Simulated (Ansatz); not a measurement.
Zinc-blende BeTe, treated with r²SCANh (Ansatz, a first-principles code, PAW).

Numerical settings: plane-wave cutoff 520 eV, 8×8×8 k mesh, Fermi–Dirac smearing 0.01 eV, scalar-relativistic PAW data made under PBE.

Pressure at four volumes; x = ln(V/22.513 Å³). One pressure is withheld.

```
V (Å³/atom)        x  P (GPa)
-----------  -------  -------
21.387       -0.0513        ?
22.115       -0.0178     1.11
22.513        0.0000     0.00
23.638        0.0488    -2.68
```

Task: Pass a parabola P(x) through the three rows shown, estimate the bulk modulus and its pressure derivative near zero pressure, and predict the withheld pressure.

Result: Slopes between the rows: (0.00 − (1.11))/(0.0000 − (-0.0178)) = -62.36 and (-2.68 − (0.00))/(0.0488 − (0.0000)) = -54.92 GPa. Their difference over the span 0.0666 is c = 7.44/0.0666 = 111.7 GPa, so P(x) = 1.11 + (-62.36)(x − (-0.0178)) + 111.7 (x − (-0.0178))(x − (0.0000)). At the middle row B = −dP/dx = −[-62.36 + 111.7 × 0.0178] = 60.4 GPa, and B′ = dB/dP = 2c/B = 3.7. At x = -0.0513 the parabola gives 3.39 GPa; the run gives 3.43 GPa. The Birch–Murnaghan fit to the energies at all volumes has B0 = 60.5 GPa and B′ = 3.9.

Measured, for comparison: bulk modulus 67 GPa (room temperature, not corrected to a static lattice; as tabulated in Elmahjoubi et al. (2023), arXiv:2303.01780). Computed (rounded) less measured: bulk modulus -10 %.

Spin–orbit coupling is not included.
